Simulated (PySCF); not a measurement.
**SiP: from constants to spectrum**

ROHF-CCSD(T) constants of SiP, ²Π (doublet), unpaired electrons π ↑ (Si def2-SVP, P def2-SVP; no relativity (PySCF 2.14); masses 27.9769 and 30.9738 u):

| Item | Value |
| --- | --- |
| ωe | 609.2 cm⁻¹ |
| ωexe | 2.64 cm⁻¹ |
| Be | 0.26042 cm⁻¹ |
| αe | 0.00142 cm⁻¹ |
| De to Si + P | 2.94 eV |

**Question.** What force constant and bond length do these constants imply?

**Answer.** Reduced mass μred = 14.700 u; k = 5.8918×10⁻⁷·μred·ωe² (u, cm⁻¹, mdyn/Å) = 3.21 mdyn/Å; Re = √(16.8576/(μred·Be)) (u, cm⁻¹, Å) = 2.098 Å.

**Question.** Estimate the centrifugal constant D from the Kratzer relation and find the Dunham coefficient a1.

**Answer.** D = 4Be³/ωe² = 1.9e-07 cm⁻¹; a1 = −1 − αeωe/(6Be²) = -3.13.

Correlated steps freeze 10 core orbitals. Correlated levels converge slowly with the basis: in double zeta they bind strong bonds too weakly, by up to about 1 eV, and carry superposition errors of some tenths. The state is the lowest determinant that a PBE0 search found; another state may lie lower at other levels.
